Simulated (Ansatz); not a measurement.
Mulliken charges of `[F][Al][F]` radical from ωB97M-V/def2-TZVPP in Ansatz (PBE0-D4/def2-TZVP geometry).

```json
{"atom": "F1", "x (Å)": "0.533", "y (Å)": "-1.361", "z (Å)": "0.136", "charge (e)": "-0.322"}
{"atom": "Al2", "x (Å)": "0.389", "y (Å)": "0.275", "z (Å)": "0.245", "charge (e)": "0.644"}
{"atom": "F3", "x (Å)": "-0.933", "y (Å)": "1.021", "z (Å)": "-0.395", "charge (e)": "-0.322"}
```

**Question.** By hand: the dipole of these point charges (1 e Å = 4.8032 D).

**Answer.** Σ q r = (0.379, 0.287, 0.241) e Å, of length 0.533 e Å = 2.56 D.

**Question.** How does the dipole of the full density compare? (Best estimate.)

**Answer.** The calculation gave: (0.286, 0.217, 0.182) e Å, 1.93 D; the point charges give 1.33 times that, at 0° from its direction.

Point charges leave out the atoms' own dipoles, such as those of lone pairs, and Mulliken's split depends on the basis, so the two needn't agree.
